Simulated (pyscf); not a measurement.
`[Cl][Ge]([Cl])[Cl]` [doublet] + `[OH2]` -> `[ClH]` + `[OH][Ge]([Cl])[Cl]` [doublet] (four-centre exchange; doublet surface; Cl–Ge, H–O broken, Cl–H, Ge–O formed). Single points on ωB97X-D3(BJ)/def2-SVP structures (PySCF, gas phase). Energies in eV from the separated reactants.

```
level                   barrier  reaction energy
----------------------  -------  ---------------
ωB97X-D3(BJ)/def2-TZVP     0.56            +0.44
r²SCAN/def2-TZVP           0.34            +0.35
B3LYP-D3(BJ)/def2-TZVP     0.43            +0.39
PBE0-D3(BJ)/def2-TZVP      0.42            +0.42
M06-2X/def2-TZVP           0.46            +0.34
HF/def2-TZVP               1.21            +0.35
```

On the reactant side the descent ends in an adduct with a Ge–O contact, 0.07 eV under the separated species and 0.64 eV under the saddle at ωB97X-D3(BJ)/def2-TZVP. On the product side the descent ends in a complex, 0.20 eV under the separated species and 0.33 eV under the saddle at ωB97X-D3(BJ)/def2-TZVP. At r²SCAN the saddle lies under the separated products, which points to a path from their complex (located at ωB97X-D3(BJ) alone), and parting the products costs more than the saddle. What is counted as formed (Ge–O) is already present as a longer contact in the reactant adduct; forming that adduct is a step of its own. One saddle was located; it need not be the lowest between these sides. Elements up to Kr have no core potential and no relativistic terms here.
